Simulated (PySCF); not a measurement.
Work out the structure from these simulated measurements.

Elements present: C, H, N and O. Monoisotopic mass: 55.0058 u.

| Property | Result |
| --- | --- |
| 13C NMR | chemical shifts (computed TMS as zero) by class: 174.2 (1 C), 118.9 (1 C) ppm [GIAO B97-2/pcSseg-2] |
| UV, first state | lowest singlet excitation: 3.87 eV (320 nm, f = 0.001) [TDDFT CAM-B3LYP/aug-cc-pVTZ] |
| UV, strongest line | among the 10 lowest singlet transitions: S10 at 9.20 eV (135 nm, f = 0.149) [TDDFT CAM-B3LYP/aug-cc-pVTZ] |
| Dipole | 2.52 D [CAM-B3LYP/aug-cc-pVTZ] |
| Rotational structure | rotational constants A, B, C: 68.316, 5.052, 4.704 GHz [PBE0-D3(BJ)/def2-TZVP] |
| Triplet | lowest triplet excitation (Tamm–Dancoff): 3.24 eV [TDA CAM-B3LYP/aug-cc-pVTZ] |

The electronic properties come from PySCF, for the isolated species, density fitting. Levels stand in brackets. Isolated species at its PBE0-D3(BJ)/def2-TZVP geometry, gas phase. Each NMR value is the plain mean over a class of atoms that symmetry, rotation or inversion makes alike.

Q: Which formula fits the mass and the elements?

A: C2HNO (calculated 55.0058). No other formula that holds each of these elements comes within 0.0003 u with a fitting electron parity and a possible valence count.

Q: Give a SMILES that accounts for the data.

A: Numbering: `[N:1]#[C:2][CH:3]=[O:4]`. Its formula, C2HNO, gives 3 degrees of unsaturation: 0 rings and 3 π bonds in the structure found. 2 carbons fall into 2 classes; from least to most shielded: aldehyde carbon [C3] (174.2 ppm), nitrile carbon [C2] (118.9 ppm). S1 is mainly HOMO→LUMO (weight 0.97); the largest Löwdin shares of the orbital it empties are 0.62 on the aldehyde oxygen, 0.21 on the aldehyde carbon, 0.07 on the formyl hydrogen and 0.06 on the nitrile carbon, of the orbital it fills 0.33 on the aldehyde carbon, 0.29 on the aldehyde oxygen, 0.17 on the nitrile nitrogen and 0.15 on the nitrile carbon. The optimised geometry has point group Cs and is an asymmetric top. Structure: `N#CC=O` (cyanoformaldehyde). The assignments are read from this structure; whether some other isomer fits the data as well wasn't checked.
